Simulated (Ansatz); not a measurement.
## [H···H···Cl], doublet: reading a ladder of total energies

Geometry: a point of a hydrogen-transfer path between rigid fragments, not a stationary point.

| atom | x (Å) | y (Å) | z (Å) |
| --- | --- | --- | --- |
| H | 0.0000 | 0.0000 | -1.1123 |
| H | 0.0000 | 0.0000 | -0.1863 |
| Cl | 0.0000 | 0.0000 | 1.2987 |

Basis cc-pVTZ; Ansatz 0.2.0. Only valence electrons are correlated (noble-gas cores frozen), which leaves 9 electrons in 57 orbitals. R marks a restricted (for open shells ROHF) determinant, U an unrestricted one.

Full CI isn't at hand for all of this; UCCSDT(Q) serves as the reference, and is uncertain by about the last step of the cluster series.

Runs differ by some tens of microhartree through their thresholds and, for an open shell, their frozen cores, so steps under 0.03 kcal/mol mean nothing.

```
    level  total energy (hartree)
      UHF             -460.584292
     UMP2             -460.793593
    UCCSD             -460.820201
 UCCSD(T)             -460.828503
   UCCSDT             -460.829221
UCCSDT(Q)             -460.829559
```

Question: What is the correlation energy at UCCSDT(Q), and what share of it do UMP2 and UCCSDT recover?

Answer: E(corr) = -460.829559 − (-460.584292) = -0.245267 hartree = -6.674 eV. UMP2: -0.209301 / -0.245267 = 85.34 %. UCCSDT: -0.244929 / -0.245267 = 99.86 %.

Question: By how many kcal/mol does UCCSD(T) miss UCCSDT(Q) (1 hartree = 627.509 kcal/mol), and which steps make up the rest?

Answer: -460.828503 − (-460.829559) = 0.001056 hartree = 0.66 kcal/mol. Steps: UCCSDT − UCCSD(T) = -0.45, UCCSDT(Q) − UCCSDT = -0.21 kcal/mol. That is within 1 kcal/mol of the reference in this basis, which itself misses far more of the correlation at the basis-set limit.
